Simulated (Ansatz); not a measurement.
[BClH3]- (BH3Cl⁻). The state is a singlet with charge -1. Geometry PBE0-D4/def2-TZVPD; atoms count from 1.

Cartesian coordinates in Å:
```
B -0.1693 -0.0551 0.0134
Cl 1.6874 0.5495 -0.1336
H -0.2791 -1.0413 -0.6985
H -0.8740 0.8652 -0.3711
H -0.3650 -0.3182 1.1898
```

(1) Estimate the Mulliken populations from the PBE0/def2-TZVPD orbitals of Ansatz.

(2) And the Mayer bond orders between bonded heavy atoms (over 0.3)?

Answers

(1) 
```json
{"atom": "B1", "charge (e)": "-0.25"}
{"atom": "Cl2", "charge (e)": "-0.52"}
{"atom": "H3", "charge (e)": "-0.08"}
{"atom": "H4", "charge (e)": "-0.08"}
{"atom": "H5", "charge (e)": "-0.08"}
```
Mulliken values and Mayer orders depend strongly on the basis. With diffuse functions, as here, like atoms can get unlike values, and bond orders can come out too low or too high.

(2) B1–Cl2 0.72 (1.96 Å).
